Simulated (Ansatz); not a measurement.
C2H7N, SMILES `CCN` (charge 0, multiplicity 1).

Cartesian coordinates (Å):
```xyz
10

C      1.0125     0.3450     0.0786
C     -0.2697    -0.1475    -0.5748
N     -1.3737    -0.4243     0.3298
H      1.7945     0.5309    -0.6634
H      1.3955    -0.3914     0.7913
H      0.8397     1.2777     0.6237
H     -0.6154     0.5885    -1.3076
H     -0.0661    -1.0613    -1.1420
H     -1.6140     0.4081     0.8552
H     -1.1033    -1.1258     1.0092
```
Charge 0, spin multiplicity 1.

Frozen-core energies in 6-31g from Ansatz (a quantum-chemistry and plane-wave program) at a geometry from PBE0-D3(BJ)/def2-TZVP; the HF reference has <S^2> = 0.00 and the T1 diagnostic is 0.006.

| level | energy (Ha) |
|---|---|
| HF | -134.18949 |
| MP2 | -134.48448 |
| CCSD | -134.52157 |
| CCSD(T) | -134.52800 |

Task: Estimate the energies of CCSDT and CCSDT(Q), and give each level's difference from CCSDT(Q).

Result: 
```csv
level,energy (Ha),difference from CCSDT(Q) (mHa)
MP2,-134.48448,44.58
CCSD,-134.52157,7.49
CCSD(T),-134.52800,1.05
CCSDT,-134.52850,0.56
CCSDT(Q),-134.52906,0.00
```
